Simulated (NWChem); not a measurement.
Correlation energy of F (+1)

SMILES: [F+]
```xyz
1

F      0.0000     0.0000     0.0000
```
Charge +1, spin multiplicity 3.

Everything below was run with NWChem.

Basis set: cc-pVDZ. Each correlation energy counts from its own Hartree-Fock reference.

The correlated methods keep 1 core orbital frozen. No SCF solution was tested for a lower state. Open-shell Hartree-Fock references start from PBE0 orbitals. No row is a measurement; the coupled-cluster row has its own basis-set and correlation limits.

**Question.** Order these methods by the correlation energy they give, lowest first: URI-MP2, SCS-UMP2, CCSD on UHF, CCSD[T] on UHF.

**Answer.** CCSD[T] on UHF (-113.2 mHa), CCSD on UHF (-112.3 mHa), URI-MP2 (-98.5 mHa), SCS-UMP2 (-97.2 mHa)
